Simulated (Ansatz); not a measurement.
Relaxation of C$_{2}$H$_{5}$Mg (8 atoms, charge 0, multiplicity 2), to a largest force component of 0.02 eV/Å in at most 40 steps.

Theory: UKS PBE/STO-3G (Ansatz).

```xyz
8
Properties=species:S:1:pos:R:3:forces:R:3
C -1.577 1.319 -1.290 2.80 -0.46 1.38
Mg -0.289 0.176 -0.082 -0.08 -0.15 0.39
C 1.022 -1.004 1.126 0.96 2.94 -1.89
H -1.883 0.776 -2.178 -0.87 -0.46 -0.91
H -1.094 2.265 -1.674 -0.59 -0.13 0.33
H 1.431 -0.373 1.980 -0.45 -0.77 -0.76
H 1.936 -1.349 0.527 -1.15 0.32 0.76
H 0.548 -1.868 1.535 -0.62 -1.29 0.69
```

Question: Where does it end, and by what steps?

Answer: It converged. Limits of this set-up: minimal basis. After 5 steps the energy has fallen by 0.660 eV; C1 moved furthest, 0.37 Å.

| step | energy less start (eV) | largest force component (eV/Å) | accepted |
| --- | --- | --- | --- |
| 0 | 0.0000 | 2.940 | yes |
| 1 | -0.5309 | 1.108 | yes |
| 2 | -0.6293 | 0.791 | yes |
| 3 | -0.6590 | 0.073 | yes |
| 4 | -0.6594 | 0.095 | yes |
| 5 | -0.6600 | 0.004 | yes |

```xyz
8
Properties=species:S:1:pos:R:3
C -1.251 1.185 -1.391
Mg -0.135 0.131 -0.167
C 0.997 -0.937 1.074
H -2.041 0.781 -2.058
H -1.197 2.284 -1.534
H 1.350 -0.352 1.942
H 1.905 -1.338 0.587
H 0.465 -1.811 1.492
```

Time of the run: 5.1 s on 1 thread of Intel(R) Xeon(R) 6975P-C (Granite Rapids), with other jobs on the host, peak memory 0.13 GiB.
